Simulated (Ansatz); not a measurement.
The same path of C2H6N2 (10 atoms, charge 0, multiplicity 1) was run twice with different band settings. The coordinate that changes most is the dihedral H6–C2–C3–H7.

These are results of RKS PBE0-D4/def2-SVP in Ansatz 0.2.0, not measurements.

Relaxed end points:

```xyz
10
Properties=species:S:1:pos:R:3
N -1.029 0.967 -0.712
C -0.931 -0.064 0.019
C 0.414 -0.600 0.429
N 1.561 0.124 -0.053
H -2.011 1.190 -0.893
H -1.806 -0.632 0.399
H 0.436 -0.651 1.535
H 0.470 -1.657 0.108
H 1.476 1.097 0.241
H 1.505 0.175 -1.070
```

```xyz
10
Properties=species:S:1:pos:R:3
N -1.630 0.684 0.761
C -0.871 0.058 -0.039
C 0.449 -0.514 0.393
N 1.585 -0.026 -0.365
H -2.469 1.016 0.275
H -1.106 -0.083 -1.117
H 0.581 -0.286 1.463
H 0.412 -1.615 0.303
H 1.628 0.991 -0.322
H 1.505 -0.275 -1.349
```

Common settings: spring 5.0 eV/Å²; optimiser quadratic models (default); start path IDPP; force threshold 0.05 eV/Å; iteration limit 60; end points relaxed.

| run | movable images | climbing image |
| --- | --- | --- |
| 1 | 7 | yes |
| 2 | 2 | no |

What does each run give, and how far can it be trusted?

Run 1: converged after 7 iterations, highest image 0.179 eV above the first end. A vibrational analysis at the climbing image gives one clearly imaginary mode, 146i cm⁻¹: a first-order saddle point.
Run 2: converged after 5 iterations, highest image 0.171 eV above the first end. No image climbed, so the highest image needn't sit at the top of the path. So few images can step over the top or miss a turn of the path.
